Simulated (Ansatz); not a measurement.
Basis-set extrapolation for C3H4FNO (PBE0-D4/def2-TZVP geometry, frozen core, Ansatz). Multiplicity 1, RHF reference.

```csv
,def2-TZVPP,def2-QZVPP
HF,-344.694009,-344.709485
MP2 correlation,-1.136627,-1.224523
CCSD(T) correlation,-1.215585,not run
```

Energies in hartree. Use E(X) = E(∞) + A·exp(−7.88·√X) for Hartree–Fock and E(X) = E(∞) + B·X^(−2.97) for correlation, with X = 3 and 4, and add CCSD(T) minus MP2 of the smaller set to the MP2 limit.

Question: What is the CCSD(T) energy at the basis-set limit?

Answer: HF limit: -344.709485 + (-0.015476) × 0.13774 = -344.71162. MP2 limit: -1.224523 + (-0.087896) × 0.74074 = -1.28963. Higher-order term: -1.215585 − (-1.136627) = -0.07896. Total: -346.08021 hartree, 448.0 kJ/mol below CCSD(T)/def2-TZVPP.
